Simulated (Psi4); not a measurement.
**C4N2 (SMILES N#CC#CC#N) at DSD-PBEP86/cc-pVDZ (density fitting for correlation)**

What is the energy change on altering one bond length of C4N2 at DSD-PBEP86/cc-pVDZ (density fitting for correlation)? 

The calculation is run with Psi4 1.11.

4 further runs of the same task are left out: 3 that didn't finish, 1 set aside as unsound or not needed.

## Step 1: The system as given

C4N2: 6 atoms, total charge 0, spin state singlet. SMILES: `N#CC#CC#N`. The shape is that of a PBE0-D4/def2-TZVP optimisation.

Bond lengths: N1–C2 1.155 Å, C2–C3 1.363 Å, C3–C4 1.207 Å, C4–C5 1.363 Å, C5–N6 1.155 Å. Angles: N1–C2–C3 180.0°, C2–C3–C4 180.0°, C3–C4–C5 180.0°, C4–C5–N6 180.0°.

## Step 2: The energy at DSD-PBEP86/cc-pVDZ (density fitting for correlation)

The input, job.in:

```
memory 2200 mb

molecule {
  N      0.017130    -3.020460     0.788950
  C      0.010700    -1.902840     0.497280
  C      0.003160    -0.583760     0.152900
  C     -0.003500     0.583960    -0.152150
  C     -0.010740     1.902850    -0.497210
  N     -0.016750     3.020250    -0.789760
  symmetry c1
}

set basis cc-pVDZ
set puream true
set e_convergence 1e-09
set d_convergence 1e-08
set scf_type pk
set dft_radial_points 99
set dft_spherical_points 590
set num_frozen_docc 6

energy_value = energy('dsd-pbep86')
```

Run with:

```bash
$ psi4 job.in job.out -n 1
```

job.out:

```text
[...]
  Running in c1 symmetry.
[...]
  Nuclear repulsion =  144.352590511131666
[...]
  Multiplicity = 1
[...]
  Nalpha       = 19
  Nbeta        = 19
[...]
    Number of basis functions: 84
[...]
   @RKS iter   1:  -260.78552046706557   -1.22966e+00   5.05015e-03 DIIS/ADIIS
[...]
   @RKS iter  11:  -260.87579792323578   -3.86535e-12   3.77278e-09 DIIS
[...]
    Orbital Energies [Eh]
    ---------------------
    Doubly Occupied:
       1A    -15.207142     2A    -15.207139     3A    -10.984672
       4A    -10.981540     5A    -10.972205     6A    -10.972186
       7A     -1.177512     8A     -1.174720     9A     -1.054998
      10A     -0.912260    11A     -0.811758    12A     -0.553604
      13A     -0.553604    14A     -0.550670    15A     -0.548711
      16A     -0.503323    17A     -0.503323    18A     -0.406801
      19A     -0.406801
[...]
  @RKS Final Energy:  -260.87579792323578
   => Energetics <=
    Nuclear Repulsion Energy =            144.3525905111316661
    One-Electron Energy =                -636.2966428848136502
    Two-Electron Energy =                 241.1108324425014189
    DFT Exchange-Correlation Energy =     -10.0425779920551985
    Empirical Dispersion Energy =           0.0000000000000000
    VV10 Nonlocal Energy =                  0.0000000000000000
    Total Energy =                       -260.8757979232357798
[...]
 Multipole Moments:
 ------------------------------------------------------------------------------------
     Multipole            Electronic (a.u.)      Nuclear  (a.u.)        Total (a.u.)
 ------------------------------------------------------------------------------------
 L = 1.  Multiply by 2.5417464519 to convert [e a0] to [Debye]
 Dipole X            :         -0.0002545           -0.0000010           -0.0002555
 Dipole Y            :          0.0001345            0.0000006            0.0001351
 Dipole Z            :          0.0005415            0.0000022            0.0005437
 Magnitude           :                                                    0.0006157
[...]
```

It took 33 s on 1 thread of Intel Xeon at 2.50GHz (Skylake/Cascade Lake), shared host; peak memory 0.97 GiB.

## Step 3: The distorted shape

The input, c4n2.xyz:

```xyz
6
C4N2
N      0.018031    -3.188032     0.832823
C      0.011601    -2.070412     0.541153
C      0.004061    -0.751332     0.196773
C     -0.002599     0.416388    -0.108277
C     -0.009839     1.735278    -0.453337
N     -0.016750     3.020250    -0.789760
```

The input, run.py:

```python
import numpy as np
from ase.calculators.psi4 import Psi4
from ase.io import read

a = read('c4n2.xyz')
calc = Psi4(atoms=a, method='dsd-pbep86', basis='cc-pVDZ', memory='2200MB', num_threads=1, charge=0, multiplicity=1, label='psi4-calc')
calc.psi4.set_options({'puream': True, 'e_convergence': 1e-09, 'd_convergence': 1e-08, 'scf_type': 'pk', 'dft_radial_points': 99, 'dft_spherical_points': 590, 'num_frozen_docc': 6})
a.calc = calc

print(f'energy: {a.get_potential_energy():.6f} eV')
```

Run with:

```bash
$ python run.py
```

psi4-calc.dat:

```text
[...]
  Running in c1 symmetry.
[...]
  Nuclear repulsion =  140.754371523559087
[...]
  Multiplicity = 1
[...]
  Nalpha       = 19
  Nbeta        = 19
[...]
    Number of basis functions: 84
[...]
   @RKS iter   1:  -260.73804642117653   -1.46687e+00   4.64838e-03 DIIS/ADIIS
[...]
   @RKS iter  13:  -260.81780736173732   -1.13687e-12   2.73047e-09 DIIS
[...]
    Orbital Energies [Eh]
    ---------------------
    Doubly Occupied:
       1A    -15.252459     2A    -15.210203     3A    -11.011897
       4A    -10.988978     5A    -10.985215     6A    -10.974759
       7A     -1.178948     8A     -1.108651     9A     -1.051884
      10A     -0.917169    11A     -0.818985    12A     -0.555316
      13A     -0.551677    14A     -0.549334    15A     -0.549334
      16A     -0.483510    17A     -0.483510    18A     -0.392358
      19A     -0.392358
[...]
  @RKS Final Energy:  -260.81780736173732
   => Energetics <=
    Nuclear Repulsion Energy =            140.7543715235590867
    One-Electron Energy =                -629.0687740561656938
    Two-Electron Energy =                 237.4926311036790878
    DFT Exchange-Correlation Energy =      -9.9960359328097930
    Empirical Dispersion Energy =           0.0000000000000000
    VV10 Nonlocal Energy =                  0.0000000000000000
    Total Energy =                       -260.8178073617373229
[...]
 Multipole Moments:
 ------------------------------------------------------------------------------------
     Multipole            Electronic (a.u.)      Nuclear  (a.u.)        Total (a.u.)
 ------------------------------------------------------------------------------------
 L = 1.  Multiply by 2.5417464519 to convert [e a0] to [Debye]
 Dipole X            :          0.0001887            0.0000006            0.0001893
 Dipole Y            :         -0.0777549           -0.0003068           -0.0780617
 Dipole Z            :          0.0208897            0.0000827            0.0209724
 Magnitude           :                                                    0.0808301
[...]
```

On the terminal:

```text
energy: -7109.633975 eV
```

Run time: 35 s. Hardware: 1 thread of Intel Xeon at 2.50GHz (Skylake/Cascade Lake), shared host; peak memory 0.99 GiB.

## Step 4: What came out

Level: DSD-PBEP86/cc-pVDZ (density fitting for correlation), 6 core orbitals frozen.

```
                                                         quantity          value
                                        first shape: total energy  -261.30355 Eh
                   first shape: HOMO energy (SCF part's orbitals)      -11.07 eV
                   first shape: LUMO energy (SCF part's orbitals)       -0.87 eV
                 first shape: HOMO–LUMO gap (SCF part's orbitals)       10.20 eV
                                    distorted shape: total energy  -261.27423 Eh
               distorted shape: HOMO energy (SCF part's orbitals)      -10.68 eV
               distorted shape: LUMO energy (SCF part's orbitals)       -1.45 eV
             distorted shape: HOMO–LUMO gap (SCF part's orbitals)        9.22 eV
energy change with the C5–N6 bond stretched from 1.155 to 1.328 Å       0.798 eV
```

With the C5–N6 bond stretched from 1.155 to 1.328 Å the energy rises by 0.80 eV (77.0 kJ/mol). The first shape isn't relaxed at this level, so the change isn't measured from a minimum.
